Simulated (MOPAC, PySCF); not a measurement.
BCl3, SMILES `ClB(Cl)Cl`, neutral singlet in the gas phase. 

Cartesian coordinates (Å):
```xyz
4

Cl    -0.8737    -1.5138     0.0000
B      0.0000     0.0000    -0.0004
Cl    -0.8742     1.5136     0.0002
Cl     1.7479     0.0003     0.0001
```
Charge 0, spin multiplicity 1.

All levels are single points at this geometry (PBE-D3(BJ)/def2-TZVP); Pople sets use spherical d functions. Orbital energies aren't observables, and empty levels follow the basis.

PM3 in MOPAC gives HOMO (eV) = -10.55.

Task: Estimate the HOMO (eV) from each of these levels: PBE-D3(BJ)/def2-TZVP in PySCF; B3LYP/3-21G in PySCF; B3LYP/6-311+G** in PySCF; B3LYP/6-31G* in PySCF; B3LYP/LANL2DZ in PySCF; BP86/6-31G* in PySCF; M06-2X/6-31G* in PySCF; PBE/6-31G* in PySCF; SVWN5/6-31G* in PySCF; HF/6-31G* in PySCF; HF/STO-3G in PySCF; PM7 in MOPAC.

Result: 
```json
[
 {"level": "PBE-D3(BJ)/def2-TZVP in PySCF", "HOMO (eV)": "-7.67"},
 {"level": "B3LYP/3-21G in PySCF", "HOMO (eV)": "-9.08"},
 {"level": "B3LYP/6-311+G** in PySCF", "HOMO (eV)": "-8.90"},
 {"level": "B3LYP/6-31G* in PySCF", "HOMO (eV)": "-8.78"},
 {"level": "B3LYP/LANL2DZ in PySCF", "HOMO (eV)": "-9.14"},
 {"level": "BP86/6-31G* in PySCF", "HOMO (eV)": "-7.74"},
 {"level": "M06-2X/6-31G* in PySCF", "HOMO (eV)": "-10.47"},
 {"level": "PBE/6-31G* in PySCF", "HOMO (eV)": "-7.63"},
 {"level": "SVWN5/6-31G* in PySCF", "HOMO (eV)": "-7.73"},
 {"level": "HF/6-31G* in PySCF", "HOMO (eV)": "-12.54"},
 {"level": "HF/STO-3G in PySCF", "HOMO (eV)": "-11.66"},
 {"level": "PM7 in MOPAC", "HOMO (eV)": "-11.83"}
]
```
